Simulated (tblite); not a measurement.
Species: C3H5Cl2 (doublet state).
Z-matrix (Å and degrees, GFN2-xTB geometry), rows numbered from 1:
```
C 
C   1  1.4714
C   2  1.5340  1  111.17
Cl  3  1.7811  2  110.77  1  -175.42
Cl  3  1.7774  2  110.40  1    63.57
H   1  1.0727  2  119.78  3    55.65
H   1  1.0705  2  121.17  3  -118.95
H   2  1.0988  1  110.80  3  -117.47
H   2  1.0902  1  111.31  3   121.98
H   3  1.0915  2  111.89  1   -55.72
```

Computed values, GFN2-xTB/tblite, gas phase, harmonic and unscaled. The method is semi-empirical: single wavenumbers can be off by several per cent or more. One conformer, not necessarily the lowest. Open shells enter through the occupations alone, without spin polarisation, and single modes of such species can be off by tens of per cent.

Harmonic wavenumbers (cm⁻¹): 64.1, 93.8, 186.0, 244.8, 354.2, 361.2, 511.0, 631.6, 700.7, 822.7, 956.2, 1048.6, 1129.0, 1152.2, 1171.2, 1208.8, 1288.1, 1391.5, 1439.0, 2874.9, 2942.3, 3006.8, 3142.4, 3193.1.

A = 3848, B = 2416, C = 1569 MHz; mass 110.977 u (most abundant isotopes); point group C1, symmetry number 1; spin multiplicity 2.

Question: Zero-point energy?

Answer: ½Σν̃ = 14957 cm⁻¹ = 42.77 kcal/mol.

Question: Entropy at 400 K, 1 bar (ideal gas, RRHO, classical rotation)?

Answer: Translation 41.51, rotation 28.37, vibration 21.64, spin (R ln 2) 1.38: S = 92.9 cal/(mol K).

Question: And Cp and H(400 K) − H(0)?

Answer: Cp = 28.93 cal/(mol K), of which vibrations give 20.98 (their classical limit is 24 R = 47.7); H(400 K) − H(0) = 7.63 kcal/mol without the zero-point energy, 4.45 from vibrations.

Question: How do the functions run with temperature in this model?

Answer: 
```json
{"T (K)": "100", "S (cal/(mol K))": "65.0", "Cp (cal/(mol K))": "14.1", "H − H(0) (kcal/mol)": "1.08", "G − H(0) (kcal/mol)": "-5.41", "ln q(vib)": "0.92"}
{"T (K)": "200", "S (cal/(mol K))": "76.4", "Cp (cal/(mol K))": "19.4", "H − H(0) (kcal/mol)": "2.77", "G − H(0) (kcal/mol)": "-12.52", "ln q(vib)": "2.41"}
{"T (K)": "300", "S (cal/(mol K))": "85.2", "Cp (cal/(mol K))": "24.4", "H − H(0) (kcal/mol)": "4.96", "G − H(0) (kcal/mol)": "-20.61", "ln q(vib)": "3.87"}
{"T (K)": "500", "S (cal/(mol K))": "99.8", "Cp (cal/(mol K))": "32.7", "H − H(0) (kcal/mol)": "10.72", "G − H(0) (kcal/mol)": "-39.17", "ln q(vib)": "6.67"}
{"T (K)": "800", "S (cal/(mol K))": "117.0", "Cp (cal/(mol K))": "40.3", "H − H(0) (kcal/mol)": "21.78", "G − H(0) (kcal/mol)": "-71.79", "ln q(vib)": "10.53"}
{"T (K)": "1000", "S (cal/(mol K))": "126.3", "Cp (cal/(mol K))": "43.6", "H − H(0) (kcal/mol)": "30.19", "G − H(0) (kcal/mol)": "-96.14", "ln q(vib)": "12.86"}
```

q(vib) and H(0) count from the zero-point level.

Question: Blend soft modes into free rotors: weight 1/[1 + (100 cm⁻¹/ν̃)⁴] for the oscillator and the rest for a rotor with moment μB/(μ + B), μ = h/(8π²ν), B = 10⁻⁴⁴ kg m². What vibrational entropy results?

Answer: 19.96 cal/(mol K) in place of 21.64, which changes −T·S at 400 K by +0.67 kcal/mol.

Question: Which modes carry the vibrational entropy at 400 K?

Answer: 64.1 cm⁻¹: 4.91; 93.8 cm⁻¹: 4.16; 186.0 cm⁻¹: 2.82; 244.8 cm⁻¹: 2.30; 354.2 cm⁻¹: 1.64; 361.2 cm⁻¹: 1.60 cal/(mol K); the other 18 give 4.21 together.

Question: What must be added to the electronic energy to get the Gibbs energy at 400 K and 1 bar?

Answer: ZPE + [H(400 K) − H(0)] − T·S = 42.77 + 7.63 − 37.16 = 13.24 kcal/mol.

Hindered rotation and anharmonicity are outside this model. Other conformers, if any are populated, would add a mixing term that is left out. The structure is chiral; the term R ln 2 for an equal mix with its mirror image is left out.

Time: 0.24 s wall. Hardware: one thread of an Arm Neoverse V1, on a shared host. This covers the Hessian and the dipole derivatives.
